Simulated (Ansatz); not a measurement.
# Yttrium, hcp under LDA: convergence with the k-point mesh

How fine must the k-point mesh be for energy and pressure to settle? The geometry was relaxed under LDA beforehand and stays fixed; 8 values are run, from 2×2×1 to 15×15×8. Wanted are the values from which on the energy stays within 10 and 1 meV/atom, and the pressure within 0.5 GPa, of the last run. Within the series other settings stay, but some runs also write fields, which adds to their time. Spin polarisation is left out.

Method: DFT LDA, plane waves with PAW, scalar-relativistic, in Ansatz 0.2.0.

**1. The starting structure**

It takes space group P6_3/mmc (No. 194, hexagonal). Conventional cell: a = 3.539 Å, b = 3.539 Å, c = 5.525 Å, α = 90.00°, β = 90.00°, γ = 120.00°. Y (site symmetry -6m2) is surrounded by 12 Y at 3.44 to 3.54 Å.

Coordinates:

```
Y
1.0
     3.53927    0.00000    0.00000
    -1.76964    3.06510    0.00000
     0.00000    0.00000    5.52483
Y
2
Direct
  0.33333 0.66667 0.25000
  0.66667 0.33333 0.75000
```

**2. Run at 2×2×1**

The run at 2×2×1.

File input.yaml:

```yaml
crystal:
  lattice:
    - [3.5392700426, 0.0, 0.0]
    - [-1.7696350213, 3.0650977678, 0.0]
    - [0.0, 0.0, 5.5248319794]
  atoms:
    - { symbol: "Y", position: [0.3333333333, 0.6666666667, 0.25] }
    - { symbol: "Y", position: [0.6666666667, 0.3333333333, 0.75] }
hamiltonian:
  xc: lda
  pseudopotentials:
    kind: paw
    azcp:
      "Y": "pseudopotentials/Y.paw.azcp"
basis:
  ecutwfc: 420
  fft_grid_basis: typed
kpoints:
  mp_grid: { grid: [2, 2, 1], shift: [0, 0, 0] }
magnetization:
  spin_polarized: false
scf:
  occupations: { method: fermi_dirac, width: 0.1 }
  lower_state_search: "off"
output:
  stress: true
```

Started as:

```
ansatz run input.yaml --threads 2 --pin off --max-ram 5120MiB --backend cpu --events-out ev --progress --plain --runs-dir out
```

**3. Run at 3×3×2**

The run at 3×3×2.

input.yaml, as its differences from that of step 2:

```diff
@@ -18,3 +18,3 @@
 kpoints:
-  mp_grid: { grid: [2, 2, 1], shift: [0, 0, 0] }
+  mp_grid: { grid: [3, 3, 2], shift: [0, 0, 0] }
 magnetization:
```

**4. Run at 4×4×2**

The run at 4×4×2.

input.yaml, as its differences from that of step 3:

```diff
@@ -18,3 +18,3 @@
 kpoints:
-  mp_grid: { grid: [3, 3, 2], shift: [0, 0, 0] }
+  mp_grid: { grid: [4, 4, 2], shift: [0, 0, 0] }
 magnetization:
```

**5. Run at 5×5×3**

The run at 5×5×3.

input.yaml, as its differences from that of step 4:

```diff
@@ -18,3 +18,3 @@
 kpoints:
-  mp_grid: { grid: [4, 4, 2], shift: [0, 0, 0] }
+  mp_grid: { grid: [5, 5, 3], shift: [0, 0, 0] }
 magnetization:
```

**6. Run at 6×6×4**

The run at 6×6×4.

input.yaml, as its differences from that of step 5:

```diff
@@ -18,3 +18,3 @@
 kpoints:
-  mp_grid: { grid: [5, 5, 3], shift: [0, 0, 0] }
+  mp_grid: { grid: [6, 6, 4], shift: [0, 0, 0] }
 magnetization:
```

**7. Run at 8×8×5**

The run at 8×8×5.

input.yaml, as its differences from that of step 6:

```diff
@@ -18,3 +18,3 @@
 kpoints:
-  mp_grid: { grid: [6, 6, 4], shift: [0, 0, 0] }
+  mp_grid: { grid: [8, 8, 5], shift: [0, 0, 0] }
 magnetization:
@@ -26 +26,5 @@
   stress: true
+  write_density: true
+  write_potential: true
+  elf: true
+  volumetric_format: npy
```

**8. Run at 11×11×6**

The run at 11×11×6.

input.yaml, as its differences from that of step 7:

```diff
@@ -18,3 +18,3 @@
 kpoints:
-  mp_grid: { grid: [8, 8, 5], shift: [0, 0, 0] }
+  mp_grid: { grid: [11, 11, 6], shift: [0, 0, 0] }
 magnetization:
@@ -26,5 +26 @@
   stress: true
-  write_density: true
-  write_potential: true
-  elf: true
-  volumetric_format: npy
```

**9. Run at 15×15×8**

The run at 15×15×8.

input.yaml, as its differences from that of step 8:

```diff
@@ -18,3 +18,3 @@
 kpoints:
-  mp_grid: { grid: [11, 11, 6], shift: [0, 0, 0] }
+  mp_grid: { grid: [15, 15, 8], shift: [0, 0, 0] }
 magnetization:
```

(Steps that only read results are left out.)

What does the calculation give? Wanted: pressure at 15×15×8.

The runs gave:

| quantity | value |
| --- | --- |
| E(σ → 0) stays within 10 meV/atom of 15×15×8 | from 6×6×4 on |
| E(σ → 0) stays within 1 meV/atom | not reached before 15×15×8 |
| pressure stays within 0.5 GPa | from 5×5×3 on |
| pressure at 15×15×8 | 0.04 GPa |
| CPU time, dearest over cheapest | 10 |
| energy of a separate run on a finer mesh (17×17×10) | +0.3 meV/atom from 15×15×8 |

In words: At 2×2×1 the energy differs by -798.7 meV/atom and the pressure by -10.3 GPa. Convergence in k is not monotonic; the energy swings about its limit. The energy has not settled to 1 meV/atom before the last mesh. Metals converge slowly, as the Fermi surface must be resolved. A run on a finer mesh agrees with the yardstick to 1 meV/atom. The cell taken over is 9 % smaller than the measured one (33.01 Å³/atom, COD), which weighs on all values here.
